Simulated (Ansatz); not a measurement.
**Al–NH–P⁺, doublet: the ladder up to UCCSDT(Q)**

Geometry: that of the Al–NH–P, triplet, kept fixed.

```xyz
4

Al    0.0000    0.1944    1.6318
P     0.0000    0.1961   -1.4254
N     0.0000   -0.6861    0.0149
H     0.0000   -1.6967   -0.0856
```

Basis cc-pVTZ; Ansatz 0.2.0. Correlated methods freeze the noble-gas cores, which leaves 13 electrons in 101 orbitals. Prefix R: restricted or restricted open-shell reference; prefix U: unrestricted.

Full CI isn't at hand for all of this; UCCSDT(Q) serves as the reference, and is uncertain by the last step of the cluster series or more. The frozen core follows each run's orbitals, which can shift R against U totals by a few meV.

Unrestricted rows (U) aren't spin-pure: their determinants' ⟨S²⟩ exceeds S(S+1) by up to 0.31, so they mix in states of higher spin.

The UHF ⟨S²⟩ is 1.058 and the T1 diagnostic (RCCSD) is 0.0299. The largest doubles amplitude (RCCSD) is 0.111. The T1 diagnostic (UCCSD) is 0.0550.

```tsv
level	E − E(UCCSDT(Q)) (kcal/mol)	share of correlation (%)	wall time
RHF	262.72	0.00	–
UHF	257.66	1.92	–
RMP2	31.43	88.04	–
UMP2	39.40	85.00	–
RCCSD	14.56	94.46	–
UCCSD	14.54	94.46	–
RCCSD(T)	1.64	99.38	17 s (H100)
UCCSD(T)	2.15	99.18	27 s (H100)
BCCD(T)	1.66	99.37	16 s (H100)
RCCSDT	1.16	99.56	–
UCCSDT	1.16	99.56	–
RCCSDT(Q)	0.18	99.93	96 s (H100)
```

The correlation energy at UCCSDT(Q), counted from RHF, is -11.392 eV. That run took 2.1 min on 2 threads of AMD EPYC 7R13 with a shared H100 80 GB, shared host.

Times hold each run's SCF and search for its determinant on a shared host, so for small cases they say little of a method's own cost.
